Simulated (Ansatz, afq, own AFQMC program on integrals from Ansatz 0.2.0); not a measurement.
**NHO, triplet in cc-pVDZ along one coordinate**

```xyz
3

N     0.0000   -0.0590    0.7269
O     0.0000    0.1003   -0.5734
H     0.0000   -0.7728   -0.9996
```

The N1–O2 distance is changed with both sides rigid. Energies in kJ/mol count from this geometry (1.310 Å) at the same level; the start stands on UHF, each point on the determinant named.

Basis cc-pVDZ. Only valence electrons are correlated. Ansatz 0.2.0 and our own AFQMC program on the same integrals; the CISD trial comes from CCSD amplitudes, and released means the phaseless constraint is let go. Error bars are statistical, one sigma.

Cautions, each for one point or more: CCSDT(Q) on the ROHF determinant differs, by its state or its frozen core; a spin-contaminated unrestricted determinant lies lower; higher spins were not checked; lower spins were not checked; strong correlation; unrestricted determinant spin contaminated; walk and cluster series may follow different spin states.

```tsv
r(N1–O2) / Å	det.	T1	weight	⟨S²⟩	r2SCAN	B3LYP	CCSD(T)
1.159	UHF	0.017	0.91	2.02	82.6	81.8	91.7
1.450	UHF	0.027	0.89	2.02	23.0	23.9	17.5
1.800	ROHF	0.041	0.84	pure	180.1	184.1	150.6
2.460	UHF¶	0.011	0.92	2.98	303.5§	311.6§	245.3
3.571	UHF†¶	0.005	0.93	3.01	–	–	250.5
```

Problem. Estimate the curve of CCSDT(Q), counted from the same start.

Solution. 
```tsv
r(N1–O2) / Å	det.	T1	weight	⟨S²⟩	CCSDT(Q)	ph-AFQMC/CISD	released AFQMC
1.159	UHF	0.017	0.91	2.02	92.7	89.6 ± 1.5	94.6 ± 2.5
1.450	UHF	0.027	0.89	2.02	16.0	16.9 ± 2.0	16.0 ± 3.1*
1.800	ROHF	0.041	0.84	pure	144.8	144.9 ± 3.2	143.5 ± 5.8*
2.460	UHF¶	0.011	0.92	2.98	242.2	240.7 ± 1.5	242.7 ± 2.8*
3.571	UHF†¶	0.005	0.93	3.01	252.7	248.5 ± 1.5	251.8 ± 2.5*
```

Weight is that of the determinant in the CISD state; at the start T1 is 0.022 and the weight 0.90, and ⟨S²⟩ is 2.02. ¶ marks points with a poor determinant and no full CI, where no value is sure; they don't count among the departures. An asterisk marks released energies that aren't shown to be converged. A dagger marks points whose determinant fills other symmetries than the start's, so the wave-function levels may follow another state there, or a degenerate partner. A dash marks a missing value, a released energy that hasn't settled or a functional that sits on another state. § marks a functional whose ⟨S²⟩ is too high by over 0.1. Largest departures from CCSDT(Q), at the points where its series has closed: CCSD(T) 5.8 kJ/mol at 1.800 (on ROHF), ph-AFQMC/CISD -3.1 kJ/mol at 1.159 (on UHF), r2SCAN 35.3 kJ/mol at 1.800, B3LYP 39.3 kJ/mol at 1.800. Functionals count only at points shown to share the start's state and spin. In this small basis the wave-function levels are far from their limit, so their gap to the functionals isn't the functionals' error. In total energy ph-AFQMC/CISD lies 29 ± 11 meV above CCSDT(Q) at the start, so its agreement along the curve rests in part on cancellation.

A walk keeps the symmetry of its determinant, which the program's search chose and which needn't be the lowest solution, so a lower state of the same spin and another symmetry isn't excluded.
